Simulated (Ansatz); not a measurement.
input.yaml (Ansatz)

```yaml
crystal:
  lattice:
    - [12.0, 0.0, 0.0]
    - [0.0, 12.3, 0.0]
    - [0.0, 0.0, 12.6]
  atoms:
    - { symbol: H, position: [0.5, 0.5, 0.4702380952] }
    - { symbol: H, position: [0.5, 0.5, 0.5297619048] }
hamiltonian:
  xc: rpbe
  pseudopotentials:
    kind: paw
    azcp:
      H: "pseudopotentials/H.paw.azcp"
basis:
  ecutwfc: 420
  fft_grid_basis: typed
kpoints:
  mp_grid: { grid: [1, 1, 1], shift: [0, 0, 0] }
magnetization:
  spin_polarized: false
scf:
  occupations: { method: fermi_dirac, width: 0.01 }
relax:
  max_steps: 60
  f_tol: 0.01
```

Output

```
Engine: ansatz 0.2.0, aarch64-unknown-linux-gnu
Pseudopotentials: kind: paw
Pseudopotential: H, paw, valence charge 1, recommended cutoff 420 eV (normal) 
Functional definition: RPBE
  parameter kappa = 0.804
  parameter beta = 0.06672455060314922
  exchange = rpbe_x(kappa = kappa, mu = beta*pi^2/3)
  correlation = pbe_c(beta = beta)
Crystal: 2 atoms, lattice volume = 1859.760 Å³
Basis set: ecut = 420 eV, 36331 PW (Γ), exchange–correlation on 162×180×180 points (8 copies of the dense FFT grid, shifted against one another)
Bands: 5, of which v1, the nominal top of the filled ones, is band 1 counted from 1 (0 counted from 0)
Symmetry: 8 space group operations
Space group: Pmmm (ITA 47), of the structure as read, at distance tolerance 1.2e-4 Å
k-points: 1
Non-local potential: H, projectors of the file, l = 0: 2, l = 1: 1
PAW form: soft (Blöchl's): semilocal exchange-correlation on the pseudo side does not see the compensation charge
PAW one-centre angular grid: H, 110 points (default); XC on 64 Gauss nodes
Initial density: superposition of atomic densities (neutral atoms: chi_scale 0, normalization atom), corrected by the library's trained network
Initial wavefunctions: pseudopotential atomic-orbital guess
Functional: x = rpbe, c = pbe(β = 0.06672455060314922)
SCF iter   1: F=—  HF=-32.070840 eV  |F-HF|=—  |Δ(HF+E_count)|=         —  Δρ=1.32e-4  dr2=1.96e-4  ethr=1.77e-3  ⟨swp⟩=8.0  Hψ=67  notcnv=0
SCF iter   2: F=—  HF=-32.071152 eV  |F-HF|=—  |Δ(HF+E_count)|=   3.12e-4  Δρ=5.98e-5  dr2=3.91e-5  ethr=9.79e-6  ⟨swp⟩=4.0  Hψ=23  notcnv=0
SCF iter   3: F=—  HF=-32.071472 eV  |F-HF|=—  |Δ(HF+E_count)|=   3.20e-4  Δρ=7.16e-6  dr2=7.62e-7  ethr=1.25e-7  ⟨swp⟩=3.0  Hψ=29  notcnv=0
iter 4 did not close the SCF: its close was put off for the readings that it lacked (scf_convergence_deferred on its scf_iter line)
SCF iter   4: F=-32.071474 eV  HF=-32.071474 eV  |F-HF|=1.68e-7  |Δ(HF+E_count)|=   2.00e-6  Δρ=3.64e-6  dr2=1.69e-7  ethr=3.81e-8  ⟨swp⟩=2.0  Hψ=10  notcnv=0
iter 5 did not close the SCF: its close was put off for the readings that it lacked (scf_convergence_deferred on its scf_iter line)
SCF iter   5: F=-32.071474 eV  HF=-32.071474 eV  |F-HF|=1.93e-8  |Δ(HF+E_count)|=   1.73e-7  Δρ=1.45e-6  dr2=2.65e-8  ethr=8.47e-9  ⟨swp⟩=3.0  Hψ=8  notcnv=0
SCF iter   6: F=-32.071474 eV  HF=-32.071474 eV  |F-HF|=6.16e-10  |Δ(HF+E_count)|=   2.27e-8  Δρ=2.87e-7  dr2=1.04e-9  ethr=1.33e-9  ⟨swp⟩=1.0  Hψ=13  notcnv=0
SCF 1 converged in 6 iterations: F = -32.071474 eV  dr2 = 1.04e-9
relax step   1: F+E_penalty+E_count = -32.07147428 eV  Δ(F+E_penalty+E_count) = +0.000e0 eV  max|allowed force component| = 1.095e-1 eV/Å  Δτ_max = 0.0000 Å  (6 SCF iters, dr2 threshold 2.50e-6 eV, accepted)
Initial density: handed on by an earlier stage of this run
Initial wavefunctions: those handed on with the density
iter 1 solved again at ethr=1.38e-6 eV; its pass at ethr=3.10e-3 eV (dr2=2.76e-5 eV) is discarded
SCF iter   1: F=—  HF=-32.071656 eV  |F-HF|=—  |Δ(HF+E_count)|=         —  Δρ=6.10e-5  dr2=3.66e-5  ethr=1.38e-6  ⟨swp⟩=2.0  Hψ=35  notcnv=0
SCF iter   2: F=—  HF=-32.071647 eV  |F-HF|=—  |Δ(HF+E_count)|=   9.11e-6  Δρ=2.31e-5  dr2=4.34e-6  ethr=1.38e-6  ⟨swp⟩=2.0  Hψ=6  notcnv=0
SCF iter   3: F=-32.071647 eV  HF=-32.071647 eV  |F-HF|=1.19e-7  |Δ(HF+E_count)|=   1.83e-7  Δρ=2.37e-6  dr2=3.16e-8  ethr=3.75e-8  ⟨swp⟩=3.0  Hψ=9  notcnv=0
SCF 2 converged in 3 iterations: F = -32.071647 eV  dr2 = 3.16e-8
relax step   2: F+E_penalty+E_count = -32.07164721 eV  Δ(F+E_penalty+E_count) = -1.729e-4 eV  max|allowed force component| = 4.683e-3 eV/Å  Δτ_max = 0.0015 Å  (3 SCF iters, dr2 threshold 7.50e-7 eV, accepted)
iter 1 solved again at ethr=1.58e-9 eV; its pass at ethr=3.10e-3 eV (dr2=3.16e-8 eV) is discarded
SCF iter   1: F=—  HF=-32.071647 eV  |F-HF|=—  |Δ(HF+E_count)|=         —  Δρ=2.37e-6  dr2=3.16e-8  ethr=1.58e-9  ⟨swp⟩=1.0  Hψ=34  notcnv=0
SCF iter   2: F=-32.071647 eV  HF=-32.071647 eV  |F-HF|=4.35e-8  |Δ(HF+E_count)|=   1.07e-7  Δρ=1.24e-6  dr2=8.60e-9  ethr=1.58e-9  ⟨swp⟩=3.0  Hψ=9  notcnv=0
SCF 3 converged in 2 iterations: F = -32.071647 eV  dr2 = 8.60e-9
relax step   3: F+E_penalty+E_count = -32.07164721 eV  Δ(F+E_penalty+E_count) = -1.388e-9 eV  max|allowed force component| = 4.800e-3 eV/Å  Δτ_max = 0.0000 Å  (2 SCF iters, accepted)
SCF converged after 2 iterations
Free energy (F): -32.071647 eV
Harris-Foulkes:  -32.071647 eV  (|F-HF|=4.35e-8)
Internal energy: -32.071647 eV  (E = F + TS)
E sigma→0 (E₀):  -32.071647 eV
Fermi energy:    -5.256870 eV
--- Per-component energies (eV) ---
  E_band       = -20.771758
  E_kinetic    = 27.018534
  E_local      = -85.181877  (includes V_loc(G=0)·N_el)
  E_nonlocal   = 3.426148
  E_hartree    = 29.099438
  E_xc         = -17.901749
  E_vxc        = -22.794358  (∫ρ·V_xc dr)
  E_paw        = -1.174128  (= ΣΔE_a)
  E_vpaw       = -1.436639  (= ΣTr[D̂ρ^β])
  E_aug_tail   = -0.002556  (compensation charges beyond the density's cutoff)
  E_ewald      = 12.644544
  E_smearing   = -0.000000  (= −TS)
  E_closure    = -0.000000  (closes the sum)
  Σ components = -32.071647   (vs F -32.071647, Δ=0.00e0)
--- Forces (eV/Å), atoms counted from 1 ---
  atom   1  H      0.00000000     0.00000000     0.00479999
  atom   2  H      0.00000000    -0.00000000    -0.00479999
  max |Σ_I F_I| component: 1.62e-27 eV/Å
--- Relaxed structure (3 steps of the walk, 3 accepted, 0 SCFs on fresh bases) ---
  F+E_penalty+E_count = -32.07164721 eV   max|allowed force component| = 4.800e-3 eV/Å
  atoms:
    - { symbol: H, position: [0.5, 0.49999999999999994, 0.4703577148236679] }
    - { symbol: H, position: [0.5, 0.49999999999999994, 0.5296422851763322] }
```
